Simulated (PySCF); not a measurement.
Molecule: SMILES N#CN, CH2N2.

Molfile (atoms numbered from 1):
```
CH2N2
     RDKit          3D

  5  4  0  0  0  0  0  0  0  0999 V2000
    1.8506   -0.0310   -0.4906 N   0  0  0  0  0  0  0  0  0  0  0  0
    0.7150   -0.0120   -0.2452 C   0  0  0  0  0  0  0  0  0  0  0  0
   -0.6009    0.0098   -0.0213 N   0  0  0  0  0  0  0  0  0  0  0  0
   -0.9686    0.8670    0.3770 H   0  0  0  0  0  0  0  0  0  0  0  0
   -0.9961   -0.8337    0.3800 H   0  0  0  0  0  0  0  0  0  0  0  0
  1  2  3  0
  2  3  1  0
  3  4  1  0
  3  5  1  0
M  END
```

Spin–spin couplings on one PBE0-D3(BJ)/def2-SVP geometry, PySCF, gas phase, non-relativistic, equivalent pairs averaged; isotopes 15N, 1H, 13C; basis pcJ-1.

How do the couplings (Hz) change with the functional? Times are CPU seconds on shared hosts with different chips, so compare them loosely.

## Answers


```
functional  functions  1J(N3,H4)  1J(N1,C2)  1J(C2,N3)  2J(C2,H4)  2J(H4,H5)  2J(N1,N3)  3J(N1,H4)  core-s
        HF        101     -110.2      -77.9      -46.3      -33.6      -22.1       -2.6       -9.9     1.5
       LDA        101      -74.7       -6.9      -19.1        0.3       -2.5       -4.2       -0.1     2.2
       PBE        101      -84.2       -8.7      -21.4       -0.9       -3.2       -4.3       -0.5     3.6
       KT2        101      -91.0       -0.3      -13.8       -1.9       -5.7       -4.9       -0.4     3.9
     B3LYP        101      -91.6      -17.7      -26.9       -2.2       -4.8       -3.4       -1.1     5.6
      PBE0        101      -87.3      -16.7      -25.4       -3.3       -5.5       -3.3       -1.0     3.6
     B97-2        101      -84.2      -15.8      -25.2       -3.1       -4.9       -3.4       -1.3     3.6
 BHandHLYP        101      -98.0      -30.2      -32.5       -6.3       -8.2       -2.4       -2.2     5.9
 CAM-B3LYP        101      -91.1      -20.3      -28.1       -2.6       -5.5       -2.8       -1.0       7
```
